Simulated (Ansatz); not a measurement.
Isomers of C3H6FN, relaxed with PBE0-D4/def2-TZVP in Ansatz; electronic energies, one conformer each and not always the lowest. Functionals use def2-TZVPP; CBS adds triple-zeta CCSD(T) − MP2 to the MP2 limit of def2-TZVPP and def2-QZVPP.

Q: Order them by energy at frozen-core CCSD(T)/CBS, lowest first. (Best estimate.)
A. `NC1(F)CC1`
B. `C/C=N/CF`
C. `C/C=C(\N)F`

A: C (0.0 kcal/mol), B (4.8 kcal/mol), A (7.7 kcal/mol).

Q: How do B3LYP-D4, HF/CBS(def2), B2PLYP, B3LYP place them (kcal/mol, against `C/C=C(\N)F`)? (An estimate is asked.)

A: The calculation gave: 
```tsv
isomer	B3LYP-D4	HF/CBS(def2)	B2PLYP	B3LYP
`NC1(F)CC1`	10.4	9.4	9.1	10.4
`C/C=N/CF`	5.2	1.8	4.4	4.7
```

B3LYP here is the variant with VWN-RPA as its local correlation; programs differ in this.
